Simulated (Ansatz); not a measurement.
# The pair H₂S···H₄Si: a pair, distance and angle

How does the energy of the pair H₂S···H₄Si change over two coordinates at once? A grid of runs gives the map.

Computed with Ansatz 0.2.0. Level: RKS B3LYP-D4/def2-TZVPD.

### 1 Starting geometry

8 atoms, charge 0, spin multiplicity 1.

Atoms are counted from 1 here; the program's logs count them from 0.

Bond lengths: S1–H2 1.362 Å, S1–H3 1.362 Å, Si4–H5 1.499 Å, Si4–H6 1.500 Å, Si4–H7 1.503 Å, Si4–H8 1.500 Å. Angles: H2–S1–H3 91.8°, H5–Si4–H6 110.3°, H5–Si4–H7 109.0°, H5–Si4–H8 110.0°, H6–Si4–H7 108.9°, H6–Si4–H8 109.9°, H7–Si4–H8 108.6°.

As a file:

```xyz
8
charge 0, multiplicity 1
S    -0.2897   -0.7824   -2.1966
H    -0.7899    0.4662   -2.4111
H     0.9917   -0.3340   -2.3093
Si    0.0150    0.1251    1.3745
H    -1.3520   -0.4557    1.1754
H     1.0664   -0.8911    1.0413
H     0.1704    0.5315    2.8134
H     0.1879    1.3403    0.5123
```

This geometry comes from a loose relaxation at PBE in a small basis, which is not shown.

### 5 The grid

First coordinate, distance Si4···S1: 11 values from 3.206 to 4.606 Å. Second coordinate, turn of S1, H2, H3 about Si4: 11 values from −90 to 90 °.

Nothing else is relaxed (both partners rigid). Energies count from the two partners far apart, frozen as in the relaxed pair, each in its own basis (no counterpoise correction). Points are written as (first, second).

(The set-up runs are not shown.)

### 6 Point (3.891 Å, 0°)

File input.yaml:

```yaml
crystal:
  periodic: [false, false, false]
  atoms:
    - { symbol: S, position_ang: [-0.224217, -0.821476, -2.333581] }
    - { symbol: H, position_ang: [-0.892175, 0.323147, -2.551012] }
    - { symbol: H, position_ang: [0.967177, -0.229893, -2.518848] }
    - { symbol: Si, position_ang: [0.025779, 0.130866, 1.430782] }
    - { symbol: H, position_ang: [-1.34056, -0.371742, 1.170507] }
    - { symbol: H, position_ang: [1.019778, -0.926043, 1.143562] }
    - { symbol: H, position_ang: [0.134884, 0.524496, 2.856446] }
    - { symbol: H, position_ang: [0.294874, 1.31594, 0.585809] }
basis:
  gaussian: { orbitals: def2-TZVPD }
hamiltonian:
  xc: { name: B3LYP }
  dispersion: d4
output:
  forces: true
```

Started as:

```sh
ansatz run input.yaml --threads 1 --pin off --max-ram 2560MiB --backend cpu --events-out ev --progress --plain --runs-dir out
```

The session goes on with these runs: the other points that were computed.

Before running it: what results should come out? Wanted: lowest point; highest computed point; largest force on an atom.

The runs gave:

| quantity | value |
| --- | --- |
| lowest point | (3.891 Å, 0°), −1.3 kcal/mol |
| highest computed point | (3.206 Å, −72°), 22.5 kcal/mol above the lowest |
| largest force on an atom (eV/Å) | 0.01 at (3.891 Å, 0°) to 2.73 at (3.206 Å, −72°); 0.01 at the lowest point |
| time for the whole task | 13 min on 1 thread, shared host |

The lowest computed point is at (3.891 Å, 0°), −1.3 kcal/mol from the two partners far apart, frozen as in the relaxed pair, each in its own basis (no counterpoise correction). The grid is coarse, so the lowest point of the scanned range may lie between grid points; coordinates that were held can hide deeper minima. No other kind of well shows on this grid. The highest computed point, (3.206 Å, −72°), lies 22.5 kcal/mol above the lowest. Round the minimum the two coordinates are nearly uncoupled. No counterpoise correction was made, so wells between separate parts tend to come out somewhat too deep.
